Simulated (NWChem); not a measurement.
Correlation energy of B

```xyz
1

B      0.0000     0.0000     0.0000
```
Charge 0, spin multiplicity 2.

Program: NWChem.

Basis set: 6-31G*. Each correlation energy counts from its own Hartree-Fock reference.

The correlated methods keep 1 core orbital frozen. The Pople sets run with spherical d functions. The stability of the SCF solutions was not checked. Open-shell Hartree-Fock references start from PBE0 orbitals. Coupled-cluster values serve here as a point of comparison, not as the truth.

| method | correlation energy (mHa) |
|---|---|
| UMP2 | ___ |
| SCS-UMP2 | ___ |
| CCSD on UHF | ___ |
| CCSD[T] on UHF | -57.1 |
| CCSD(T) on UHF | -57.1 |
| CCSD on ROHF | -58.9 |
| CCSD[T] on ROHF | -59.7 |
| CCSD(T) on ROHF | -59.7 |
| CCSDT on ROHF | -60.0 |

### Question
What belongs in the gaps?

### Answer

- UMP2, correlation energy (mHa): -36.1
- SCS-UMP2, correlation energy (mHa): -41.3
- CCSD on UHF, correlation energy (mHa): -56.3
